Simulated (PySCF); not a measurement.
# NaN⁺: frontier orbitals

revPBE at R = 2.691 Å; basis Na def2-SVP, N def2-SVP; no relativity; PySCF 2.14. State: ⁴Σ⁻ (quartet), unpaired electrons σ ↑, π ↑↑. Only the outer orbitals are listed, counted within each symmetry.

| spin | orbital | occ. | ε (eV) | on Na (%) | main shells (%) |
| --- | --- | --- | --- | --- | --- |
| α | 1π | 1 | -35.97 | 100 | 100 Na p |
| α | 1π | 1 | -35.97 | 100 | 100 Na p |
| α | 4σ | 1 | -35.97 | 100 | 100 Na p |
| α | 5σ | 1 | -24.84 | 1 | 99 N s |
| α | 6σ | 1 | -13.78 | 3 | 96 N p |
| α | 2π | 1 | -13.49 | 1 | 99 N p |
| α | 2π | 1 | -13.49 | 1 | 99 N p |
| α | 7σ | 0 | -7.00 | 99 | 99 Na s |
| α | 3π | 0 | -4.25 | 99 | 99 Na p |
| α | 3π | 0 | -4.25 | 99 | 99 Na p |
| β | 1π | 1 | -35.97 | 100 | 100 Na p |
| β | 1π | 1 | -35.97 | 100 | 100 Na p |
| β | 4σ | 1 | -35.96 | 100 | 100 Na p |
| β | 5σ | 1 | -20.27 | 2 | 98 N s |
| β | 6σ | 0 | -9.60 | 14 | 85 N p, 11 Na s |
| β | 2π | 0 | -9.10 | 4 | 96 N p |
| β | 2π | 0 | -9.10 | 4 | 96 N p |

Question: Which are the highest filled and the lowest empty level, where do they sit, and how wide is the gap?

Answer: Highest filled α 2π at -13.49 eV (in %: 99 N p); lowest empty β 6σ at -9.60 eV (in %: 85 N p, 11 Na s); the gap at revPBE is 3.89 eV.

```json
{
 "bond order (Mayer)": "0.16",
 "⟨S²⟩": "3.753",
 "charge on Na (Mulliken, basis-dependent)": "0.92",
 "charge on Na (Löwdin, basis-dependent)": "0.79",
 "dipole moment (positive dipole points towards N; it is taken about the centre of mass and depends on that origin)": "-4.17 D"
}
```

The state is the lowest determinant that a PBE0 search found; another state may lie lower at other levels.
